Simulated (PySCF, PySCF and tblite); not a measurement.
One step of a conformer study of C₃H₈O, numbered as in [CH3:1][CH2:2][CH2:3][OH:4]: PBE0-D3(BJ)/def2-SVP geometry optimisation from a GFN2-xTB Hessian, gas phase in PySCF; conformer with -177°, -60°.

Torsions listed: C1–C2–C3–O4, C2–C3–O4–H4. Of a mirror pair one member is shown.

Input:

```
{"job": {"kind": "geom", "xc": "PBE0", "basis": "def2-SVP", "d3": "d3bj", "grid": 1, "maxiter": 40}, "charge": 0, "multiplicity": 1}
C     -1.487370    -0.186494    -0.274726
C      0.008475    -0.469691    -0.305331
C      0.804554     0.639482     0.383361
O      2.196086     0.429084     0.332026
H     -1.839677    -0.105352     0.751419
H     -2.035740    -0.987525    -0.764122
H     -1.709275     0.746568    -0.787202
H      0.350002    -0.557293    -1.338667
H      0.211470    -1.420812     0.196337
H      0.637143     1.592617    -0.123792
H      0.470193     0.740656     1.427164
H      2.395339    -0.421926     0.738123
```

Launched as:

```sh
OMP_NUM_THREADS=1 python ens_run.py task.json out
```

Output (atoms count from 0 there):

```
step      E/eV     max force
  0     -5278.59718   0.9596
  1     -5278.62703   0.2013
  2     -5278.62788   0.0196
```

It took 7.8 s on 1 thread of Arm Neoverse V2 (shared host) (rough), peak memory 0.38 GiB, launched as `OMP_NUM_THREADS=1 python ens_run.py task.json out`.
